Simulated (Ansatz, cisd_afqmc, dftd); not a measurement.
Barrier from HO (SMILES [OH], doublet) + CH4 (methane, SMILES C) to the saddle point below; all geometries are those of the HTBH38 set.
```
C
H 1 1.0845
H 1 1.0848 2 113.00
H 1 1.0848 2 113.27 3 -129.84
H 1 1.2274 2 105.27 3 116.87
O 5 1.2845 1 173.69 2 -107.17
H 6 0.9664 5 97.71 1 2.06
```
Charge 0, spin multiplicity 2.

Wanted: barrier height (electronic, no zero-point energy), in kJ/mol. UHF or UKS for unpaired electrons; spin-orbit terms are left out. Correlated methods leave the cores frozen. Rows without X2C or -DK are non-relativistic. AFQMC is phaseless with a CISD trial state; ± is one standard error, without the phaseless bias. Outlying blocks are dropped, and bars are widened where a walk drifts. Over all cases where full CI ran beside it in this data, AFQMC minus full CI had a median of +0.1 mEh and passed +0.4 mEh in a tenth of the cases. CBS(X,Y): correlation extrapolated as X^-3, Hartree-Fock from the larger set. A bracket is a step between two methods taken in the basis named. The functionals are non-relativistic, so their misses hold any scalar relativity. Double hybrids freeze cores in their MP2 part. 'core' is core correlation in cc-pwCVTZ, 'X2C' scalar relativity in cc-pVTZ-DK, both at CCSD(T). The UHF reference of CH5O (saddle point or complex, doublet) is spin-contaminated (<S^2> up to 0.04 over the pure value in the sets run).

```tsv
level	program	barrier height (kJ/mol)	difference against the last row
PBE-D3(BJ)/def2-TZVPD	Ansatz + dftd3	-23.9	-48.1
PBE/def2-TZVPD	Ansatz	-21.4	-45.6
r2SCAN-D4/def2-TZVPD	Ansatz + dftd4	-3.0	-27.2
r2SCAN/def2-TZVPD	Ansatz	-2.4	-26.6
PBE0-D3(BJ)/def2-TZVPD	Ansatz + dftd3	7.0	-17.2
PBE0-D4/def2-TZVPD	Ansatz + dftd4	7.5	-16.7
r2SCANh-D4/def2-TZVPD	Ansatz + dftd4	6.2	-18.0
CAM-B3LYP-D3(BJ)/def2-TZVPD	Ansatz + dftd3	12.4	-11.8
B2GP-PLYP/def2-TZVPD	Ansatz	26.6	2.4
CCSD(T)/aug-cc-pVDZ	Ansatz	27.1	2.9
CCSD(T)/CBS(aug-cc-pVTZ,aug-cc-pVQZ) + core + X2C	Ansatz	25.7	1.5
CCSDT(Q)/aug-cc-pVDZ	Ansatz	25.5	1.3
AFQMC/CISD/aug-cc-pVTZ	cisd_afqmc	26.7 ± 1.4	2.5
CCSD(T)/CBS(aug-cc-pVTZ,aug-cc-pVQZ) + [AFQMC/CISD - CCSD(T)]/aug-cc-pVTZ + core + X2C	Ansatz + cisd_afqmc	25.8 ± 1.4	1.6
CCSD(T)/CBS(aug-cc-pVTZ,aug-cc-pVQZ) + [CCSDT(Q) - CCSD(T)]/aug-cc-pVDZ + core + X2C	Ansatz	24.2	0.0
```

Ansatz is an electronic-structure program.
